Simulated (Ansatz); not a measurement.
One geometry of C$_{3}$H$_{7}$NO$_{2}$ (`CC(N)=C(O)O`), several functionals.

```yaml
crystal:
  periodic: [false, false, false]
  atoms:
    - {symbol: C, position_ang: [-0.641904, -1.064034, 1.042818]}
    - {symbol: C, position_ang: [0.152706, -0.340950, 0.013311]}
    - {symbol: N, position_ang: [1.181277, -1.078802, -0.590365]}
    - {symbol: C, position_ang: [-0.031721, 0.947926, -0.270210]}
    - {symbol: O, position_ang: [0.795052, 1.605454, -1.144200]}
    - {symbol: O, position_ang: [-1.017726, 1.716827, 0.277428]}
    - {symbol: H, position_ang: [0.014545, -1.458533, 1.824606]}
    - {symbol: H, position_ang: [-1.166096, -1.918371, 0.598825]}
    - {symbol: H, position_ang: [-1.385055, -0.410889, 1.495106]}
    - {symbol: H, position_ang: [1.600092, -0.589408, -1.368348]}
    - {symbol: H, position_ang: [0.884810, -2.004380, -0.868349]}
    - {symbol: H, position_ang: [0.243048, 2.111878, -1.751279]}
    - {symbol: H, position_ang: [-0.608829, 2.448583, 0.755354]}
basis:
  gaussian: {orbitals: def2-TZVPP}
hamiltonian: {xc: {name: CAM-B3LYP}, dispersion: d4}
output: {orbitals: {seedname: orbitals}}
```

```sh
$ ansatz run in.yaml --threads 4 --pin off --events-out ev --progress --plain --max-ram 10444MiB
```

It prints (some lines left out):

```
Functional definition: CAM-B3LYP
1410 factors; their error is unknown
363 factors; integrals over basis functions are off by at most 9.4e-6 eV
mean field evaluation 1: about -8798.5295 eV, gradient 7.4e1 eV
mean field evaluation 2: about -8797.4567 eV, gradient 7.9e1 eV
mean field evaluation 4: about -8808.6400 eV, gradient 3.2e0 eV
mean field evaluation 8: about -8808.6608 eV, gradient 4.8e-2 eV
mean field evaluation 16: about -8808.6601 eV, gradient 2.3e-4 eV
mean field -8808.66012414 eV, -323.7122888377 hartree, gradient 4.6e-5 eV, S^2 0.000000; 0 other end points of the search recorded, 0 dependent functions left out
reference -8808.66025465 eV, -323.7122936340 hartree; 24, 24 occupied and 260, 260 virtual orbitals, 1410 factors
Total energy: -8808.86419086 eV, -323.7197881514 hartree
```

Run time 3.6 s (4 threads of an Arm Neoverse V2 on a shared host); peak host memory 0.8 GiB.

The same input with `hamiltonian: {xc: {name: wB97M-V}}` and forces (abridged; 12 s):

```
Functional definition: wB97M-V
mean field evaluation 16: about -8809.0976 eV, gradient 1.6e-4 eV
mean field -8809.09760211 eV, -323.7283658567 hartree, gradient 8.7e-5 eV, S^2 0.000000
Total energy: -8809.09765018 eV, -323.7283676232 hartree
Atom 0 force    -0.150322    -0.148868     0.192189 eV/Å
Atom 1 force    -0.160273     0.432139    -0.018592 eV/Å
Atom 2 force     0.233067    -0.161010    -0.166871 eV/Å
Atom 3 force     0.096637    -0.552953     0.115638 eV/Å
Atom 4 force     0.111877     0.196326    -0.236072 eV/Å
Atom 5 force    -0.190218     0.270767     0.155988 eV/Å
Atom 6 force    -0.050308     0.042390    -0.071523 eV/Å
Atom 7 force     0.044962     0.073488     0.029101 eV/Å
Atom 8 force     0.050884    -0.054195    -0.026166 eV/Å
Atom 9 force    -0.013283    -0.041768     0.020607 eV/Å
Atom 10 force     0.013597     0.050705     0.003222 eV/Å
Atom 11 force     0.051220    -0.038128     0.039643 eV/Å
Atom 12 force    -0.037841    -0.068893    -0.037164 eV/Å
Dipole moment:    -0.121655     0.113220    -0.172116 e Å
```

With the line `hamiltonian: {xc: {name: revPBE}, dispersion: d4}` (abridged; 2.3 s):

```
Functional definition: revPBE
mean field evaluation 16: about -8809.6370 eV, gradient 1.3e-3 eV
mean field -8809.63702905 eV, -323.7481894310 hartree, gradient 5.7e-5 eV, S^2 0.000000
Total energy: -8810.49147295 eV, -323.7795896655 hartree
```

The same input with `hamiltonian: {xc: {name: PBE-QIDH}}` (abridged; 7 s):

```
Functional definition: PBE-QIDH
mean field evaluation 16: about -8789.0959 eV, gradient 4.6e-4 eV
mean field -8789.09591217 eV, -322.9933173089 hartree, gradient 3.5e-6 eV, S^2 0.000000
6 core orbitals not correlated: weight in the atoms' cores, before any rotation towards them, 1.000 or more for the frozen orbitals, at most 0.000 for the correlated occupied ones
second order -36.16585387 eV of doubles, -0.00000000 eV of singles
Total energy: -8801.15120940 eV, -323.4363413110 hartree
```

The same input with `hamiltonian: {xc: {name: BHLYP}, dispersion: d4}` (abridged; 3.3 s):

```
Functional definition: BHLYP
mean field evaluation 16: about -8807.3242 eV, gradient 1.8e-4 eV
mean field -8807.32415530 eV, -323.6631928884 hartree, gradient 7.1e-5 eV, S^2 0.000000
Total energy: -8807.58916446 eV, -323.6729317957 hartree
```

With the line `hamiltonian: {xc: {name: wB97X-V}}` (abridged; 8 s):

```
Functional definition: wB97X-V
mean field evaluation 16: about -8809.5376 eV, gradient 1.8e-4 eV
mean field -8809.53758853 eV, -323.7445350596 hartree, gradient 4.4e-5 eV, S^2 0.000000
Total energy: -8809.53758655 eV, -323.7445349868 hartree
```
